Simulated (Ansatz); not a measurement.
in.yaml

```yaml
crystal:
  periodic: [false, false, false]
  atoms:
    - {symbol: Br, position_ang: [-2.169520, 0.251057, 0.000000]}
    - {symbol: H, position_ang: [-0.128520, 0.251057, 0.000000]}
    - {symbol: N, position_ang: [1.014480, 0.251057, 0.000000]}
    - {symbol: H, position_ang: [1.283561, -0.753170, 0.000000]}
basis:
  gaussian: {orbitals: "6-31G*"}
magnetization: {spin_polarized: false, initial_magnetization: 2}
correlation: {active_space: {ras: {orbitals: [6, 2, 31], electrons: 14, max_holes: 2, max_particles: 2}, fixed_orbitals: true}}
```

```sh
$ ansatz run in.yaml --threads 1 --pin off --events-out ev --progress --plain --max-ram 2393MiB
```

The program prints:

```
531 factors; integrals over basis functions are off by at most 9.4e-4 eV
mean field evaluation 1: about -71499.6869 eV, gradient 1.2e1 eV
mean field evaluation 2: about -71499.6871 eV, gradient 1.2e1 eV
mean field evaluation 4: about -71500.6464 eV, gradient 2.4e0 eV
mean field evaluation 8: about -71500.9378 eV, gradient 2.4e-1 eV
mean field evaluation 16: about -71499.2567 eV, gradient 6.3e0 eV
mean field evaluation 32: about -71500.7938 eV, gradient 3.3e-1 eV
mean field evaluation 64: about -71500.8877 eV, gradient 2.3e-1 eV
mean field evaluation 96: about -71500.9359 eV, gradient 1.1e-1 eV
mean field evaluation 128: about -71500.9397 eV, gradient 3.1e-6 eV
mean field -71500.93969896 eV, -2627.6110688590 hartree, gradient 2.6e-6 eV, S^2 2.000000; 13 other end points of the search recorded, 0 dependent functions left out
reference -71500.93969896 eV, -2627.6110688590 hartree; 23, 21 occupied and 31, 33 virtual orbitals, 531 factors
state -71507.93832943 eV, -2627.8682637853 hartree
Total energy: -71507.93832943 eV, -2627.8682637853 hartree
```

Ran on 1 thread of Arm Neoverse V1, shared host: 10 s wall, 0.12 GiB peak host memory.
